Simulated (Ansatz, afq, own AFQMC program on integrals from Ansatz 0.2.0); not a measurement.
# Atomization energy of GeH, doublet

```yaml
atoms:
  - { symbol: Ge, position_ang: [0.0000, 0.0000, 0.0000] }
  - { symbol: H, position_ang: [0.0000, 0.0000, 1.6012] }
```

Atoms in their ground-state spins without spin–orbit coupling (mostly on UHF) minus the molecule (UHF), without zero-point energy. The geometry is a stationary point, not shown to be a minimum.

Basis cc-pVTZ. Noble-gas cores (and the filled d shells of Ga–Kr and In–Xe) are frozen. AFQMC by an in-house program on the Cholesky factors that Ansatz 0.2.0 writes for its CCSD(T) run. ph-AFQMC/CISD is guided by a CISD state made of CCSD amplitudes; releasing the constraint for a short imaginary time cuts its bias at the price of noise, slowly where states lie close. Uncertainties: one standard error, sampling alone. No spin–orbit coupling. The errors of all members are added in quadrature.

No full CI on the walks' own integrals is used here; CCSDT(Q) serves as the reference and is uncertain by about the last step of the cluster series. Each member takes its own surest rung, up to full CI.

Errors are counted within cc-pVTZ, not against nature.

Cautions: inner d shell frozen; no relativity below Rb; no spin-orbit coupling; other spins of the molecule weren't checked.

| level | atomization energy (kcal/mol) |
| --- | --- |
| MP2 | 61.7 |
| HF | 45.8 |

Problem. From these cheaper values, estimate the atomization energy at the reference level in cc-pVTZ.

Solution. 66.0 kcal/mol (CCSDT(Q) in cc-pVTZ).

| level | atomization energy (kcal/mol) | error against CCSDT(Q) (kcal/mol) |
| --- | --- | --- |
| CCSD | 65.5 | -0.5 |
| CCSD(T) | 65.9 | -0.1 |
| CCSDT | 66.0 | 0.0 |
| ph-AFQMC/HF | 65.5 ± 0.6 | -0.4 ± 0.6 |
| ph-AFQMC/CISD | 65.9 ± 0.2 | 0.0 ± 0.2 |
| released AFQMC | 65.9 ± 0.09 | -0.1 ± 0.09 |

Correlation beyond CCSD(T) adds 0.1 kcal/mol. The perturbative (T) step is worth +0.4 kcal/mol.

A walk keeps the symmetry of its determinant, which the program's search chose and which needn't be the lowest solution, so a lower state of the same spin and another symmetry isn't excluded. Released energies are given only where the last usable release times agree within the noise; a slower fall can still hide under it.
